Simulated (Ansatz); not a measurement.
**SiC+ (quartet): wave-function methods side by side, cc-pVDZ**

How much of the correlation energy of SiC+ (quartet) does each wave-function method recover here?

The runs use Ansatz 0.2.0, Gaussian basis; cc-pVDZ, core rule «outside noble gas», up to 6 orbitals frozen.

Plan: UHF; CCSD(T) on ROHF; CCSD(T) on UHF; BCCD(T) on ROHF; CISD; CCSDT(Q) on ROHF; CCSDT(Q) on UHF; CASSCF and MRCISD+Q, 7 electrons in 8 orbitals; CASSCF and NEVPT2, 7 electrons in 8 orbitals; Full CI.

9 further runs of the same task are left out: 5 that didn't finish, 4 set aside as unsound or not needed.

### 1 What is computed

The geometry is a PBE0/def2-TZVP stationary point (not a proven minimum) of the parent state, kept for this charge and spin.

2 atoms, charge 1, spin multiplicity 4.

Atoms are counted from 1 here; the program's logs count them from 0.

Bond lengths: Si1–C2 1.837 Å.

### 2 UHF

The input, in.yaml:

```yaml
crystal:
  periodic: [false, false, false]
  atoms:
    - {symbol: Si, position_ang: [0.000000, 0.000000, 0.000000]}
    - {symbol: C, position_ang: [0.000000, 0.000000, 1.836500]}
basis:
  gaussian: {orbitals: cc-pVDZ}
total_charge: 1
magnetization: {spin_polarized: true, initial_magnetization: 3}
hamiltonian: {xc: hf}
output: {orbitals: {seedname: orbitals}}
```

The run is started by

```bash
$ ansatz run in.yaml --threads 1 --pin off --events-out ev --progress --plain --max-ram 2393MiB
```

The runs that follow: CCSD(T) on ROHF; CCSD(T) on UHF; BCCD(T) on ROHF; CISD; CCSDT(Q) on ROHF; CCSDT(Q) on UHF; CASSCF and MRCISD+Q, 7 electrons in 8 orbitals; CASSCF and NEVPT2, 7 electrons in 8 orbitals; Full CI.

Q: Predict the results of all the runs planned. Wanted: FCI below the RHF energy; RMP2 from FCI; UMP2 from FCI; RCCSD from FCI; RCCSD(T) from FCI; UCCSD(T) from FCI; RCCSDT(Q) from FCI; UCCSDT(Q) from FCI; NEVPT2 valence from FCI.

As calculated:

| quantity | value |
| --- | --- |
| FCI below the RHF energy | -4.2508 eV |
| RMP2 from FCI | +27.37 kcal/mol |
| UMP2 from FCI | +27.37 kcal/mol |
| RCCSD from FCI | +5.30 kcal/mol |
| RCCSD(T) from FCI | +1.52 kcal/mol |
| UCCSD(T) from FCI | +1.50 kcal/mol |
| RCCSDT(Q) from FCI | +0.02 kcal/mol |
| UCCSDT(Q) from FCI | -0.03 kcal/mol |
| NEVPT2 valence from FCI | +13.10 kcal/mol |
| MRCISD+Q valence from FCI | +0.26 kcal/mol |
| levels within 1 kcal/mol (43 meV) | RCCSDT, UCCSDT, RCCSDT(Q), UCCSDT(Q), MRCISD+Q valence |
| T1 diagnostic | 0.053 |
| effectively unpaired electrons | 3.09 |

RCCSD(T) misses by +1.52 kcal/mol, 1.5 % of the correlation energy. The occupations are near whole numbers, but T1 = 0.053 shows that the orbitals relax strongly. Of the multireference levels listed MRCISD+Q valence comes nearest in total energy (+0.26 kcal/mol), which doesn't show that its space is the better one. These misses are within one basis, not against nature; the frozen cores of restricted and unrestricted runs differ, which can shift their rows.
